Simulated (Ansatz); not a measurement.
A made-up structure of MgSiH3O, doublet:

```xyz
6
angstrom
Mg -1.8696 -0.6308 -0.8814
O -0.1267 -0.0571 -0.0569
Si 1.4245 0.4350 0.6728
H -3.5029 -1.1681 -1.6533
H 2.6219 0.6875 -0.2678
H 1.4527 0.7337 2.1865
```

It is relaxed with PBE-D4/def2-SVP and then PBE0-D4/def2-TZVP (Ansatz 0.2.0). Atoms count as bonded within 1.22 times the sum of their covalent radii (H–H: 0.88 Å). The end point is not checked to be a true minimum.

**Question.** Does its bonding change? (Judge from chemistry; the calculation decides.)

**Answer.** Computed: No: no bond forms or breaks.

Where it ends: The first stage lowers the energy by 1.16 eV in 8 steps. It ends as MgSiH₃O ([MgH][O][SiH2]):
```json
{"atom": "Mg1", "x (Å)": "-1.6679", "y (Å)": "-0.5677", "z (Å)": "-0.7862"}
{"atom": "O2", "x (Å)": "-0.0834", "y (Å)": "-0.1592", "z (Å)": "-0.0369"}
{"atom": "Si3", "x (Å)": "1.3607", "y (Å)": "0.0549", "z (Å)": "0.6490"}
{"atom": "H4", "x (Å)": "-3.1525", "y (Å)": "-0.9521", "z (Å)": "-1.4882"}
{"atom": "H5", "x (Å)": "2.2948", "y (Å)": "0.7914", "z (Å)": "-0.2640"}
{"atom": "H6", "x (Å)": "1.2484", "y (Å)": "0.8326", "z (Å)": "1.9263"}
```

Labels in which every atom is bracketed show which atoms are joined, not bond orders.

For scale, one of the runs: PBE0-D4/def2-TZVP relaxation, 118 basis functions, launched by `ansatz run in.yaml --threads 2 --pin off --events-out ev --progress --plain --max-ram 4352MiB`. Hardware: 2 CPU threads of an Arm Neoverse V2, shared host. Wall time about 32 s.
